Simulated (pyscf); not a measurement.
H₃C–Al(CH₃)–NH₂ (SMILES [CH3][Al]([CH3])[NH2]) + H₂C=CH₂ (SMILES C=C) → H₃C–Al(CH₃)–CH₂–CH₂–NH₂ (SMILES [CH3][Al]([CH3])[CH2]CN) (addition across a multiple bond or ene-type step; singlet surface; Al–N broken, Al–C, C–N formed). PySCF, gas phase, ωB97X-D3(BJ)/def2-SVP geometries. Energies in kcal/mol from the separated reactants.

```json
[
 {"level": "ωB97X-D3(BJ)/def2-TZVP", "barrier": "8.8", "reaction energy": "-13.6"},
 {"level": "PBE/def2-TZVP", "barrier": "7.9", "reaction energy": "-8.3"},
 {"level": "r²SCAN/def2-TZVP", "barrier": "6.7", "reaction energy": "-9.6"},
 {"level": "B3LYP-D3(BJ)/def2-TZVP", "barrier": "…", "reaction energy": "…"},
 {"level": "ωB97M-D3(BJ)/def2-TZVP", "barrier": "11.4", "reaction energy": "-9.1"},
 {"level": "HF/def2-TZVP", "barrier": "…", "reaction energy": "+1.1"}
]
```

Problem. What belongs in the gaps?

Solution. 
- B3LYP-D3(BJ)/def2-TZVP, barrier: 10.7
- B3LYP-D3(BJ)/def2-TZVP, reaction energy: -6.2
- HF/def2-TZVP, barrier: 26.1

The functionals in the table span 4.7 kcal/mol in this barrier, from r²SCAN to ωB97M-D3(BJ)/def2-TZVP. On the reactant side the descent ends in a complex, 7.6 kcal/mol under the separated species and 16.3 kcal/mol under the saddle at ωB97X-D3(BJ)/def2-TZVP. What is counted as broken (Al–N) persists as a longer contact in the product adduct; parting that adduct is a step of its own. H₃C–Al(CH₃)–CH₂–CH₂–NH₂ is closed by a dative Al–N contact. H₃C–Al(CH₃)–CH₂–CH₂–NH₂ lies 12.5 kcal/mol over its isomer H₃C–CH₂–CH₂–Al(CH₃)–NH₂ (electronic energy, ωB97M-D3(BJ)/def2-TZVP). One saddle was located; it need not be the lowest between these sides.
